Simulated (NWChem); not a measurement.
Ionisation of B (-1)

```
B
```
Charge -1, spin multiplicity 3.

The numbers come from NWChem runs, not from measurements.

Basis set: def2-TZVPD. −ε marks an orbital energy of the parent.

B3LYP has NWChem's definition, with VWN1-RPA local correlation. The stability of the SCF solutions was not checked. Open-shell Hartree-Fock references start from PBE0 orbitals.

Order these methods by the first vertical ionisation energy they give, lowest first: −ε(alpha HOMO) of B3LYP, −ε(alpha HOMO) of PBE, −ε(alpha HOMO) of HF, G0W0@HF.

−ε(alpha HOMO) of PBE (-2.89 eV), −ε(alpha HOMO) of B3LYP (-2.24 eV), G0W0@HF (0.37 eV), −ε(alpha HOMO) of HF (0.51 eV)
